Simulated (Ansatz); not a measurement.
Relaxation of ClH$_{5}$OSi (8 atoms, charge 0, multiplicity 1), to a largest force component of 0.03 eV/Å in at most 50 steps.

Theory: RKS PBE0/def2-SVPD (Ansatz).

```xyz
8
Properties=species:S:1:pos:R:3:forces:R:3
Si 0.352 0.035 -0.049 0.06 -0.02 0.23
Cl 0.402 -0.038 2.071 -0.01 0.00 -0.26
H 1.788 0.071 -0.445 0.01 0.00 -0.01
H -0.336 1.278 -0.469 0.04 0.00 -0.01
H -0.284 -1.209 -0.552 0.05 0.02 -0.01
O -2.430 0.022 0.707 0.09 -0.11 0.85
H -3.020 -0.725 0.567 0.01 0.02 -0.01
H -2.128 -0.064 1.637 -0.25 0.09 -0.79
```

Task: Where does it end, and by what steps?

Result: It converged. The force dipped under the threshold on the way, but the program's further checks kept it going. After 16 steps the energy has fallen by 0.035 eV; H7 moved furthest, 0.46 Å.

```tsv
step	energy less start (eV)	largest force component (eV/Å)	accepted
0	0.0000	0.854	yes
1	-0.0115	0.823	yes
2	0.0260	1.430	no
3	-0.0302	0.189	yes
4	-0.0328	0.049	yes
5	-0.0342	0.060	yes
6	-0.0340	0.159	no
7	-0.0347	0.033	yes
8	-0.0350	0.006	yes
9	-0.0349	0.150	no
10	-0.0352	0.042	yes
11	-0.0352	0.076	yes
12	-0.0353	0.040	yes
13	-0.0354	0.005	yes
14	-0.0354	0.018	yes
15	-0.0350	0.185	no
16	-0.0355	0.017	yes
```

```xyz
8
Properties=species:S:1:pos:R:3
Si 0.501 0.043 -0.095
Cl 0.361 -0.083 1.998
H 1.953 0.148 -0.403
H -0.228 1.260 -0.530
H -0.072 -1.201 -0.666
O -2.675 -0.023 0.755
H -3.368 -0.680 0.861
H -2.129 -0.094 1.547
```

Whether the end is a true minimum wasn't checked by a vibrational analysis.

The run took 21 s on 4 threads of Arm Neoverse V2 (shared host), peak memory 0.24 GiB.
